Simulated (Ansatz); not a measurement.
The input, for Ansatz 0.2.0:

```yaml
crystal:
  periodic: [false, false, false]
  atoms:
    - {symbol: Hf, position_ang: [0.000000, 0.000000, 0.000000]}
    - {symbol: Cl, position_ang: [0.000000, 0.000000, 3.747000]}
basis:
  gaussian: {orbitals: def2-SVP}
magnetization: {spin_polarized: true, initial_magnetization: 9}
hamiltonian: {xc: {name: B3LYP}}
correlation: {method: bccd_t, electrons: valence, diis_vectors: 1}
output: {forces: true}
```

```sh
$ ansatz run in.yaml --threads 1 --pin off --events-out ev --progress --plain --max-ram 2393MiB
```

Problem. How does this run end?

Solution. Converged. The settings were drawn as a stress test.
```
484 factors; integrals over basis functions are off by at most 2.0e-4 eV
mean field evaluation 1: about -13773.9713 eV, gradient 3.9e1 eV
mean field evaluation 2: about -13773.9941 eV, gradient 3.9e1 eV
mean field evaluation 4: about -13783.9196 eV, gradient 3.0e1 eV
mean field evaluation 8: about -13793.8929 eV, gradient 4.8e-1 eV
mean field evaluation 16: about -13793.9913 eV, gradient 5.7e-2 eV
mean field evaluation 32: about -13793.9930 eV, gradient 1.1e-5 eV
mean field evaluation 64: about -13793.5906 eV, gradient 1.8e-1 eV
mean field evaluation 96: about -13793.7344 eV, gradient 1.9e0 eV
mean field evaluation 128: about -13793.6091 eV, gradient 1.3e-1 eV
mean field evaluation 160: about -13793.9930 eV, gradient 3.9e-6 eV
mean field -13793.99299729 eV, -506.9198927461 hartree, gradient 3.9e-6 eV, S^2 24.750837; 11 other end points of the search recorded, 0 dependent functions left out
5 core orbitals not correlated: weight in the atoms' cores, before any rotation towards them, 1.000 or more for the frozen orbitals, at most 0.000 for the correlated occupied ones
reference -13763.17562044 eV, -505.7873750357 hartree; 14, 5 occupied and 31, 40 virtual orbitals, 484 factors
second order -6.33031132 eV of doubles, -0.31594082 eV of singles
...
cycle  20  -7.15542346 eV  change   -3.4e-7 eV  update   2.8e-6
cycle  21  -7.15542323 eV  change    2.3e-7 eV  update   1.9e-6
cycle  22  -7.15542334 eV  change   -1.1e-7 eV  update   1.4e-6
cycle  23  -7.15542325 eV  change    9.3e-8 eV  update   9.6e-7
cycle  24  -7.15542330 eV  change   -5.4e-8 eV  update   6.7e-7
cycle  25  -7.15542323 eV  change    7.4e-8 eV  update   4.7e-7
cycle  26  -7.15542326 eV  change   -2.6e-8 eV  update   3.4e-7
cycle  27  -7.15542330 eV  change   -4.7e-8 eV  update   2.5e-7
cycle  28  -7.15542328 eV  change    2.7e-8 eV  update   1.8e-7
cycle  29  -7.15542328 eV  change   -8.2e-9 eV  update   1.3e-7
perturbative correction -0.13633055 eV, -0.0050100551 hartree
the calculation of the forces begins
Total energy: -13770.46737427 eV, -506.0553420464 hartree
Atom 0 at     0.000000     0.000000     0.000000 Å, force     0.000000     0.000000     1.850169 eV/Å
Atom 1 at     0.000000     0.000000     3.747000 Å, force     0.000000     0.000000    -1.850169 eV/Å
Dipole moment:     0.000000     0.000000     4.573239 e Å
```
